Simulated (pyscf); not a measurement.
Structures and frequencies: ωB97X-D3(BJ)/def2-SVP in PySCF.

Question: For the elementary gas-phase step •H₂Ge–I (SMILES [GeH2][I]) + H₂ (SMILES [H][H]) → H₃Ge–I (SMILES [GeH3][I]) + H• (SMILES [H]) (doublet surface; H–H broken, Ge–H formed), what barrier and reaction energy does ωB97M-D3(BJ)/def2-TZVP give, measured from the separated reactants?

Answer: ΔE‡ = 1.10 eV, ΔE = +0.98 eV. Zero-point energy shifts the barrier by -0.03 eV. It is a hydrogen abstraction, with an imaginary mode of 718i cm⁻¹. This is the saddle that the search found; another between the same sides may lie lower. The angle at the transferred H is 179°. Elements up to Kr have no core potential and no relativistic terms here. Elements past Kr carry the def2 core potentials, without spin-orbit coupling.
